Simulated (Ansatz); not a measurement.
Born–Oppenheimer molecular dynamics of Cl + H6Si2 (9 atoms, charge -1, multiplicity 1). It starts from a relaxed structure.

Theory: RKS PBE0/def2-SVP (Ansatz 0.2.0).

```
ensemble        : NVT, Langevin thermostat
time step       : 0.5 fs
steps asked     : 600
set temperature : 200 K
friction        : 0.001 /fs
seed            : 263616
```

Frames 1 fs apart, positions in Å.

Velocities at 185 fs (Å/ps):

```
Cl 1.40 1.60 0.59
Si 1.99 -1.56 -3.55
Si -2.98 0.87 2.90
H 23.62 -1.97 -1.74
H 9.08 -15.18 -9.98
H 2.24 -14.44 12.92
H -10.98 4.61 7.00
H -5.80 12.29 -4.68
H 3.12 8.29 5.57
```

```xyz
9
Properties=species:S:1:pos:R:3 time_fs=185 energy_less_start_eV=0.088 T=138
Cl 0.255 0.409 -3.769
Si -0.489 0.265 -0.450
Si 0.191 -0.682 1.613
H -0.633 1.662 -0.131
H 0.180 0.022 -1.902
H -1.925 -0.230 -0.564
H -0.834 -0.723 2.732
H 1.311 0.157 2.228
H 0.704 -2.059 1.565
9
Properties=species:S:1:pos:R:3 time_fs=186 energy_less_start_eV=0.089 T=134
Cl 0.256 0.410 -3.769
Si -0.487 0.263 -0.453
Si 0.188 -0.682 1.616
H -0.610 1.666 -0.131
H 0.189 0.008 -1.910
H -1.922 -0.244 -0.551
H -0.845 -0.718 2.737
H 1.304 0.168 2.223
H 0.709 -2.054 1.571
9
Properties=species:S:1:pos:R:3 time_fs=187 energy_less_start_eV=0.074 T=149
Cl 0.258 0.412 -3.768
Si -0.485 0.261 -0.457
Si 0.184 -0.680 1.619
H -0.588 1.681 -0.129
H 0.198 -0.004 -1.915
H -1.919 -0.256 -0.538
H -0.855 -0.714 2.741
H 1.296 0.176 2.216
H 0.716 -2.054 1.575
9
Properties=species:S:1:pos:R:3 time_fs=188 energy_less_start_eV=0.059 T=165
Cl 0.259 0.413 -3.768
Si -0.483 0.258 -0.461
Si 0.181 -0.679 1.622
H -0.568 1.703 -0.124
H 0.206 -0.014 -1.917
H -1.912 -0.266 -0.525
H -0.864 -0.709 2.742
H 1.285 0.183 2.210
H 0.726 -2.059 1.579
9
Properties=species:S:1:pos:R:3 time_fs=189 energy_less_start_eV=0.057 T=167
Cl 0.260 0.415 -3.767
Si -0.481 0.255 -0.466
Si 0.178 -0.677 1.626
H -0.548 1.730 -0.118
H 0.213 -0.021 -1.914
H -1.905 -0.274 -0.512
H -0.871 -0.703 2.740
H 1.275 0.188 2.203
H 0.737 -2.068 1.581
9
Properties=species:S:1:pos:R:3 time_fs=190 energy_less_start_eV=0.072 T=151
Cl 0.262 0.417 -3.766
Si -0.480 0.252 -0.470
Si 0.175 -0.675 1.629
H -0.529 1.754 -0.113
H 0.219 -0.028 -1.909
H -1.897 -0.279 -0.500
H -0.875 -0.699 2.736
H 1.264 0.192 2.197
H 0.748 -2.078 1.584
9
Properties=species:S:1:pos:R:3 time_fs=191 energy_less_start_eV=0.097 T=133
Cl 0.264 0.418 -3.766
Si -0.478 0.249 -0.474
Si 0.171 -0.673 1.633
H -0.511 1.773 -0.110
H 0.223 -0.032 -1.901
H -1.888 -0.281 -0.489
H -0.878 -0.695 2.731
H 1.256 0.194 2.192
H 0.758 -2.086 1.587
9
Properties=species:S:1:pos:R:3 time_fs=192 energy_less_start_eV=0.121 T=111
Cl 0.265 0.420 -3.765
Si -0.476 0.247 -0.478
Si 0.168 -0.671 1.636
H -0.495 1.784 -0.109
H 0.226 -0.033 -1.891
H -1.881 -0.282 -0.480
H -0.881 -0.693 2.723
H 1.250 0.196 2.189
H 0.767 -2.091 1.591
9
Properties=species:S:1:pos:R:3 time_fs=193 energy_less_start_eV=0.133 T=102
Cl 0.267 0.422 -3.765
Si -0.474 0.244 -0.482
Si 0.165 -0.669 1.640
H -0.478 1.785 -0.111
H 0.229 -0.034 -1.879
H -1.876 -0.282 -0.472
H -0.884 -0.691 2.715
H 1.246 0.199 2.188
H 0.773 -2.091 1.595
9
Properties=species:S:1:pos:R:3 time_fs=194 energy_less_start_eV=0.130 T=106
Cl 0.268 0.423 -3.764
Si -0.472 0.241 -0.486
Si 0.162 -0.667 1.643
H -0.464 1.776 -0.116
H 0.232 -0.032 -1.864
H -1.873 -0.279 -0.466
H -0.888 -0.691 2.708
H 1.245 0.203 2.190
H 0.776 -2.086 1.599
9
Properties=species:S:1:pos:R:3 time_fs=195 energy_less_start_eV=0.115 T=118
Cl 0.270 0.425 -3.764
Si -0.470 0.239 -0.490
Si 0.159 -0.664 1.646
H -0.451 1.757 -0.123
H 0.234 -0.030 -1.849
H -1.874 -0.274 -0.462
H -0.893 -0.692 2.700
H 1.248 0.206 2.194
H 0.776 -2.075 1.603
9
Properties=species:S:1:pos:R:3 time_fs=196 energy_less_start_eV=0.097 T=131
Cl 0.272 0.427 -3.763
Si -0.468 0.237 -0.493
Si 0.157 -0.662 1.648
H -0.441 1.732 -0.133
H 0.238 -0.028 -1.835
H -1.879 -0.267 -0.460
H -0.901 -0.694 2.693
H 1.252 0.208 2.200
H 0.773 -2.061 1.606
```

Of the whole run (300 fs, mean temperature of the second half 158 K): The mean temperature of the second half is 21 % below the set value. A run of 0.3 ps of so small a system gives no equilibrium averages. Limits of this set-up: an anion without diffuse functions.

Run time: 16 min on 2 threads of Arm Neoverse N1, on a shared host, peak memory 0.15 GiB.
